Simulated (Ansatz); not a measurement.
Reaction (formal exchange of groups at a C–C bond): `CCC(C)CC` + `CCC` → `CCCCC(C)CC` + CH₄

Gas-phase electronic energies from Ansatz, PBE0-D4/def2-TZVP geometries. CCSD(T)/CBS adds triple-zeta CCSD(T) − MP2 to the extrapolated MP2 energy (def2 sets, frozen cores). This one scheme is used for every species. Each species was taken in one conformer, which may not be the lowest.

```json
{"species": "`CCC(C)CC`", "CCSD(T)/CBS(def2) energy (Eh)": "-236.76330"}
{"species": "`CCC`", "CCSD(T)/CBS(def2) energy (Eh)": "-118.98051"}
{"species": "`CCCCC(C)CC`", "CCSD(T)/CBS(def2) energy (Eh)": "-315.28593"}
{"species": "CH₄", "CCSD(T)/CBS(def2) energy (Eh)": "-40.46206"}
```

Problem. Work out ΔE.

Solution. ΔE = (-315.28593) + (-40.46206) − (-236.76330) − (-118.98051) = -0.00418 Eh = -11.0 kJ/mol.

Largest T1 diagnostic among the species: 0.009.

In def2-TZVPP, CCSD(T) changes the Hartree–Fock value by −10.9 kJ/mol (the triples alone add −1.9 kJ/mol) and MP2 by −12.6 kJ/mol. The D4 term adds −6.5 kJ/mol with B3LYP and −4.3 kJ/mol with PBE0; it sums over pairs of atoms, weighted by their polarisabilities, and B3LYP, whose exchange is more repulsive, gets the larger term.

B3LYP here is the variant with VWN-RPA as its local correlation; programs differ in this.
